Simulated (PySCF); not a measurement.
# Unknown compound

The spectra below were simulated for a compound C$_{4}$H$_{6}$N$_{2}$.

1H NMR (600 MHz, computed): δ 7.47 (d, J = 2.1 Hz, 1H), 7.15 (d, J = 2.6 Hz, 1H), 6.29 (t, J = 2.3 Hz, 1H), 3.77 (s, 3H).

13C{1H} NMR (computed): δ 144.8 (CH), 131.9 (CH), 111.6 (CH), 41.0 (CH3).

PySCF 2.14 calculation with B3LYP/pcJ-1 coupling constants (spin–dipole term only in couplings to heteroatoms), GIAO PBE/pcSseg-2 shieldings and structure optimised with PBE0-D3(BJ)/def2-SVP; isolated molecule, one computed conformer, non-relativistic Hamiltonian, equivalent nuclei averaged.

Scale: 1H and 13C vs TMS (reference shieldings calculated alike).

Question: Deduce the structure.

Answer: 
1. Rings plus π bonds: 3 (1 ring in the answer).
2. 4 carbon signals for 4 carbons: no two carbons are equivalent.
3. Carbon types of the structure: 3 × CH, 1 × CH3, which accounts for all hydrogens.
4. δC 144.8, 131.9: aromatic CH next to a ring nitrogen.
5. δC 111.6: aromatic CH.
6. δC 41.0: methyl carbon bonded to N; the inductive effect lowers its shielding.
7. δH 7.47, 7.15: hydrogen on an aromatic CH next to a ring nitrogen; the ring current deshields protons in the ring plane.
8. δH 6.29: hydrogen on an aromatic CH; the ring current deshields protons in the ring plane.
9. δH 3.77: hydrogen on a methyl carbon bonded to N; its carbon carries N, which withdraws density.

The compound is `Cn1cccn1`.

The data come from this structure; uniqueness wasn't tested.

Multiplet labels drop couplings under 1 Hz and merge nearly equal ones. Unscaled 3J(H,H) at this level run about 10 % above measured values. Shifts are as computed, not scaled to solution data. Of 1211 compounds with measured shifts, 218 miss one by over three times the rms of a fit or turn the order of signals round; such compounds aren't used in these exercises.
